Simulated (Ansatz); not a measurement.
The input, for Ansatz 0.2.0:

```yaml
crystal:
  periodic: [false, false, false]
  atoms:
    - {symbol: Si, position_ang: [0.000000, 0.000000, 0.649966]}
    - {symbol: B, position_ang: [0.000000, 0.000000, -1.342837]}
    - {symbol: H, position_ang: [0.000000, -1.075954, -1.853888]}
    - {symbol: H, position_ang: [0.000000, 1.075954, -1.853888]}
basis:
  gaussian: {orbitals: 6-31G}
total_charge: 1
magnetization: {spin_polarized: false, initial_magnetization: 2}
correlation: {method: fci, electrons: outside_noble_gas}
```

```sh
$ ansatz run in.yaml --threads 1 --pin off --events-out ev --progress --plain --max-ram 2393MiB
```

**Question.** Roughly how long does this take on 1 thread of Intel Xeon Platinum 8375C, shared host, and how much host memory?

**Answer.** 47 s wall and 0.66 GiB.

```
560 factors; integrals over basis functions are off by at most 1.9e-7 eV
mean field evaluation 1: about -8551.4358 eV, gradient 1.6e1 eV
mean field evaluation 2: about -8551.4362 eV, gradient 1.6e1 eV
mean field evaluation 4: about -8553.6846 eV, gradient 2.3e0 eV
mean field evaluation 8: about -8553.9334 eV, gradient 2.3e-1 eV
mean field evaluation 16: about -8553.1773 eV, gradient 3.0e-2 eV
mean field evaluation 32: about -8553.8729 eV, gradient 5.8e-1 eV
mean field -8553.93478249 eV, -314.3513051913 hartree, gradient 5.1e-6 eV, S^2 2.000000; 7 other end points of the search recorded, 0 dependent functions left out
mean field evaluation 64: about -8553.9880 eV, gradient 1.7e-1 eV
determinant -8553.93478249 eV, -314.3513051913 hartree, with singles and doubles -8556.54503392 eV, -314.4472301619 hartree
determinant -8553.17729348 eV, -314.3234679837 hartree, with singles and doubles -8555.55410214 eV, -314.4108140908 hartree
6 core orbitals not correlated: weight in the atoms' cores, before any rotation towards them, 1.000 or more for the frozen orbitals, at most 0.000 for the correlated occupied ones
reference -8553.93478249 eV, -314.3513051913 hartree; 5, 3 occupied and 15, 17 virtual orbitals, 560 factors
state -8556.64481230 eV, -314.4508969499 hartree
Total energy: -8556.64481230 eV, -314.4508969499 hartree
```

Natural occupations: 1.9697 1.9611 1.9348 1.0006 0.9811 0.0362 0.0308 0.0250 0.0199 0.0177 0.0054 0.0051 0.0036 0.0026 0.0025 0.0013 0.0010 0.0007 0.0006 0.0003.
